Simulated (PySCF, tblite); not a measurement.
C₆H₅F.
Numbering: `[F:1][c:2]1[cH:3][cH:4][cH:5][cH:6][cH:7]1` (hydrogens: H8 on C3; H9 on C4; H10 on C5; H11 on C6; H12 on C7)

The geometry is computed with GFN2-xTB (gas phase).

Problem. What internal coordinates does the optimisation give?

Solution. 
```
         bond  length (bohr)     order
        F1–C2          2.552    single
 C2–C3, C2–C7          2.613  aromatic
 C3–C4, C6–C7          2.615  aromatic
 C4–C5, C5–C6          2.618  aromatic
C3–H8, C7–H12          2.038    single
C4–H9, C6–H11          2.040    single
       C5–H10          2.040    single
```

Bonds in one row agree within 0.02 bohr and their mean is given. Orders are formal, as drawn. A selection of angles:
```
    angle  degrees
 F1–C2–C3    118.9
 C3–C2–C7    122.1
 C2–C3–C4    118.6
 C2–C3–H8    119.8
 C4–C3–H8    121.6
 C3–C4–C5    120.3
 C3–C4–H9    119.6
 C5–C4–H9    120.1
 C4–C5–C6    120.2
C4–C5–H10    119.9
```

The 6-membered ring C2–C3–C4–C5–C6–C7 has internal angles of 118.6° to 122.1° (sum 720°, against 720° for a flat polygon); it is planar, 0.00 Å rms from its mean plane, widest ring torsion 0°. All 6 C–C bonds measure 1.383 to 1.385 Å. The 7 heavy atoms lie in one plane (0.000 Å rms).

Point group: C2v (every atom within 0.08 Å of its image). Its GFN2-xTB frequencies are all real (lowest 222 cm⁻¹).
